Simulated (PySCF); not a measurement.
## Stretching MgC⁺

Set-up: Mg x2c-SVPall, C x2c-SVPall; spin-free X2C with a Gaussian nucleus (PySCF 2.14). Energies in eV from Mg⁺ + C in their ground configurations at the same level. State: ⁴Σ⁻ (quartet), unpaired electrons σ ↑, π ↑↑.

```csv
R (Å),PBE
1.735,-0.871
1.815,-1.252
1.896,-1.468
1.956,-1.549
2.017,-1.579
2.078,-1.569
2.158,-1.509
2.259,-1.388
2.380,-1.206
2.541,-0.949
```

Put a parabola through the three lowest points of the PBE curve and estimate Re, k and ωe (reduced mass 7.998 u; 1 eV/Å² = 0.16022 mdyn/Å; ωe = 1302.8·√(k/μ) cm⁻¹).

Through R = 1.956, 2.017, 2.078 Å the second-order coefficient is 5.37 eV/Å², so Re ≈ 2.032 Å, k ≈ 1.72 mdyn/Å and ωe ≈ 605 cm⁻¹. A polynomial fit of higher order to the unrounded PBE energies gives Re = 2.029 Å, k = 1.65 mdyn/Å, ωe = 591 cm⁻¹; anharmonicity and rounding make the difference.

The higher-order fit for each curve: PBE: Re = 2.029 Å, ωe = 591 cm⁻¹, De = 1.58 eV.

For an ion De counts to the pair picked by the measured ionisation energies or electron affinities, which need not be the lowest pair at this level. The state was picked by a PBE0 search and need not be the measured ground state.
